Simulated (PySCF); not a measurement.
Compound: C3H3N (charge +1 and doublet state).
Structure used (PBE0-D3(BJ)/def2-SVP), in Å, numbered top down from 1:
```xyz
7
C3H3N angstrom
C     -1.034    0.277    0.043
C      0.127   -0.496   -0.102
C      1.386    0.079    0.012
N      2.454    0.569    0.103
H     -0.980    1.353    0.247
H     -2.019   -0.197   -0.050
H      0.072   -1.575   -0.307
```

The hyperfine couplings belong to this conformer and change with its torsions.

The species is `[CH2+][CH]C#N` [radical] (charge +1).

The calculation used PySCF, UKS B3LYP, IGLO-III on C N, pcH-1 on H, non-relativistic, mean-field spin-orbit, GIAO. One conformer (not necessarily the lowest) at the PBE0-D3(BJ)/def2-SVP geometry, without solvent, vibrations or thermal averaging. No stability test was run, so a lower SCF solution isn't excluded.

(1) What is the g tensor, term by term?

(2) How much does each term add to the isotropic shift?

(3) What effective moment and Curie constant follow for a powder?

(4) In a frozen sample, at which fields do the three g values resonate at 9.5, 34, 94 and 263 GHz (hyperfine left aside), and which band first spreads them over more than twice a line width of 0.3 mT?

Results:

(1) 
| Δg (ppm) | 1 | 2 | 3 |
| --- | --- | --- | --- |
| relativistic mass correction | -167 | -167 | -167 |
| gauge correction | 0 | 42 | 45 |
| orbital Zeeman/spin–orbit | 65 | 1889 | 3855 |
| total | -101 | 1763 | 3733 |

So g = 2.00222, 2.00408, 2.00605 and g_iso = 2.00412; the tensor is rhombic: the two nearest values differ by 49 % of g3 − g1. Axes: g1 is normal to the molecular plane, g2 points within 14° of the C1–H5 bond and g3 points within 15° of the C2–C3 bond.

(2) The orbital-Zeeman/spin–orbit term 1936, the mass correction -167 and the gauge correction 29 ppm, for a total of 1798 ppm. The orbital-Zeeman/spin–orbit term is the largest in size. The mass correction is the same along every axis, so the anisotropy comes from the other two: their spans along these axes are 45 (gauge) and 3789 ppm (orbital Zeeman/spin–orbit).

(3) With the mean of g² = 4.0165 and S(S+1) = 0.75: μ_eff = √(⟨g²⟩S(S+1)) = 1.736 μB and χT = 0.12505·⟨g²⟩·S(S+1) = 0.377 cm³ K/mol (cgs; spin-Hamiltonian part alone).

(4) 
```tsv
band	GHz	B(g3) mT	B(g2) mT	B(g1) mT	spread mT
X	9.5	338.35	338.69	339.00	0.65
Q	34.0	1210.95	1212.14	1213.27	2.32
W	94.0	3347.91	3351.20	3354.32	6.41
J	263.0	9367.03	9376.24	9384.97	17.94
```

The spread grows in proportion to the frequency. X band is the first where it exceeds 0.6 mT.

Largest spin populations (Mulliken): C1 (+0.46), N4 (+0.43), C2 (+0.24) and C3 (-0.08). Three atoms exceed +0.15. The positive populations add up to 1.13 and the negative ones to -0.13, together 2S = 1.

The HOMO–LUMO gaps are 5.99 eV among the α and 3.31 eV among the β orbitals.

The SMILES draws the unpaired electron on C2; the largest computed Mulliken spin population is on C1 (0.46 against 0.24).
